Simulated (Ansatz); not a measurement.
# AlSiH₄ (doublet): from Hartree-Fock to the top rungs at distance Al1–H4 along a hydrogen transfer = 1.852 Å, cc-pVDZ

How much of the correlation energy of AlSiH₄ (doublet) does each wave-function method recover here?

The runs use Ansatz 0.2.0, Gaussian basis; cc-pVDZ, core rule «outside noble gas», up to 10 orbitals frozen.

Plan: UHF; CCSD(T) on ROHF; CCSD(T) on UHF; BCCD(T) on ROHF; CISD; CCSDT(Q) on ROHF; CCSDT(Q) on UHF; CASSCF and MRCISD+Q, 3 electrons in 3 orbitals; CASSCF and NEVPT2, 3 electrons in 3 orbitals; CASSCF and NEVPT2, 9 electrons in 9 orbitals.

9 further runs of the same task are left out: 2 for a mislabelled method, 4 that didn't finish, 3 set aside as unsound or not needed.

## 1. The system

The geometry derives from fragments relaxed apart (PBE0/def2-TZVP) and kept rigid, so it is no stationary point. A hydrogen atom is moved between rigid fragments.

6 atoms, charge 0, spin multiplicity 2.

Atoms are counted from 1 here; the program's logs count them from 0.

Bond lengths: Al1–H2 1.586 Å, Al1–H3 1.586 Å, Al1–H4 1.852 Å, H4–Si5 1.640 Å, Si5–H6 1.532 Å. Angles: H2–Al1–H3 120.0°, H2–Al1–H4 120.0°, H3–Al1–H4 120.0°, Al1–H4–Si5 180.0°, H4–Si5–H6 105.0°.

## 2. UHF

Input file in.yaml:

```yaml
crystal:
  periodic: [false, false, false]
  atoms:
    - {symbol: Al, position_ang: [-1.730359, 0.025233, 0.000000]}
    - {symbol: H, position_ang: [-2.523282, 1.398618, 0.000000]}
    - {symbol: H, position_ang: [-2.523283, -1.348151, 0.000000]}
    - {symbol: H, position_ang: [0.121641, 0.025233, 0.000000]}
    - {symbol: Si, position_ang: [1.761641, 0.025233, 0.000000]}
    - {symbol: H, position_ang: [2.158075, -1.454280, 0.000000]}
basis:
  gaussian: {orbitals: cc-pVDZ}
magnetization: {spin_polarized: true, initial_magnetization: 1}
hamiltonian: {xc: hf}
output: {orbitals: {seedname: orbitals}}
```

Started as:

```bash
ansatz run in.yaml --threads 1 --pin off --events-out ev --progress --plain --max-ram 2393MiB
```

Further steps of the session: CCSD(T) on ROHF; CCSD(T) on UHF; BCCD(T) on ROHF; CISD; CCSDT(Q) on ROHF; CCSDT(Q) on UHF; CASSCF and MRCISD+Q, 3 electrons in 3 orbitals; CASSCF and NEVPT2, 3 electrons in 3 orbitals; CASSCF and NEVPT2, 9 electrons in 9 orbitals.

Before running them: what should the planned runs give, taken together? Wanted: UCCSDT(Q) below the RHF energy; RMP2 from UCCSDT(Q); UMP2 from UCCSDT(Q); RCCSD from UCCSDT(Q); RCCSD(T) from UCCSDT(Q); UCCSD(T) from UCCSDT(Q); RCCSDT(Q) from UCCSDT(Q); NEVPT2 pair from UCCSDT(Q); MRCISD+Q pair from UCCSDT(Q).

**Answer**, as computed:

```
                         quantity                      value
   UCCSDT(Q) below the RHF energy                 -5.7792 eV
              RMP2 from UCCSDT(Q)            +32.83 kcal/mol
              UMP2 from UCCSDT(Q)            +33.35 kcal/mol
             RCCSD from UCCSDT(Q)             +4.47 kcal/mol
          RCCSD(T) from UCCSDT(Q)             +1.17 kcal/mol
          UCCSD(T) from UCCSDT(Q)             +1.19 kcal/mol
         RCCSDT(Q) from UCCSDT(Q)             +0.02 kcal/mol
       NEVPT2 pair from UCCSDT(Q)            +32.87 kcal/mol
     MRCISD+Q pair from UCCSDT(Q)             +1.02 kcal/mol
   NEVPT2 frontier from UCCSDT(Q)            +29.17 kcal/mol
levels within 1 kcal/mol (43 meV)  RCCSDT, UCCSDT, RCCSDT(Q)
                    T1 diagnostic                      0.028
```

What this shows: RCCSD(T) misses by +1.17 kcal/mol, 0.9 % of the correlation energy. Of the multireference levels listed MRCISD+Q pair comes nearest in total energy (+1.02 kcal/mol), which doesn't show that its space is the better one. These misses are within one basis, not against nature; the frozen cores of restricted and unrestricted runs differ, which can shift their rows.
